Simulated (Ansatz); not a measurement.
Process, species as SMILES: OC (CH3-OH) + [H][H] (H2) → C (CH4) + O (H2O)
B3LYP-D3(BJ)/def2-TZVP geometries, fixed; electronic energies without zero-point terms.

Basis-set convergence of the energy of full hydrogenation at PBE with Ansatz (an electronic-structure program). Cartesian d functions, on some or all atoms, in 6-31G*, 6-31+G*; all else is spherical. The program fits the integrals of some runs and decomposes those of others, by size. No added dispersion term, no relativity. Functions are those of the species that has most. Reference: the value in aug-pcseg-3, -29.65 kcal/mol, itself unsure by roughly 0.11 kcal/mol (its mean distance from aug-cc-pVQZ, cc-pV5Z, def2-QZVPPD). Deviations are taken from unrounded values.

```
basis        functions  energy of full hydrogenation (kcal/mol)
-----------  ---------  ---------------------------------------
6-31G*              38                                   -22.56
6-31+G*             46                                   -26.11
cc-pVDZ             48                                   -24.66
aug-cc-pVDZ         82                                   -30.12
def2-SVP            48                                   -24.82
def2-SVPD           75                                   -29.86
pcseg-1             48                                   -26.52
aug-pcseg-1         82                                   -28.55
6-311G**            60                                   -26.93
6-311+G**           68                                   -29.60
def2-TZVP           86                                   -27.79
def2-TZVPD         113                                   -28.92
cc-pVTZ            116                                   -28.07
aug-cc-pVTZ        184                                   -29.61
pcseg-2            116                                   -29.45
aug-pcseg-2        184                                   -29.73
def2-TZVPP         118                                   -29.00
def2-TZVPPD        145                                   -29.77
cc-pVQZ            230                                   -28.80
aug-cc-pVQZ        344                                   -29.61
def2-QZVPP         234                                   -29.41
def2-QZVPPD        261                                   -29.69
pcseg-3            252                                   -29.62
aug-pcseg-3        366                                   -29.65
```

What the diffuse functions change, pair by pair:
- 6-31G* to 6-31+G*: 8 more functions, deviation 7.09 to 3.54 kcal/mol
- cc-pVDZ to aug-cc-pVDZ: 34 more functions, deviation 4.99 to -0.48 kcal/mol
- def2-SVP to def2-SVPD: 27 more functions, deviation 4.83 to -0.22 kcal/mol
- pcseg-1 to aug-pcseg-1: 34 more functions, deviation 3.13 to 1.09 kcal/mol
- 6-311G** to 6-311+G**: 8 more functions, deviation 2.71 to 0.05 kcal/mol
- def2-TZVP to def2-TZVPD: 27 more functions, deviation 1.86 to 0.72 kcal/mol
- cc-pVTZ to aug-cc-pVTZ: 68 more functions, deviation 1.58 to 0.04 kcal/mol
- pcseg-2 to aug-pcseg-2: 68 more functions, deviation 0.20 to -0.08 kcal/mol
- def2-TZVPP to def2-TZVPPD: 27 more functions, deviation 0.65 to -0.12 kcal/mol
- cc-pVQZ to aug-cc-pVQZ: 114 more functions, deviation 0.85 to 0.04 kcal/mol
- def2-QZVPP to def2-QZVPPD: 27 more functions, deviation 0.24 to -0.04 kcal/mol
- pcseg-3 to aug-pcseg-3: 114 more functions, deviation 0.03 to 0.00 kcal/mol

Leaving out the reference's own pair, they bring the value nearer the reference by more than 0.11 kcal/mol in 11 of 11 pairs.
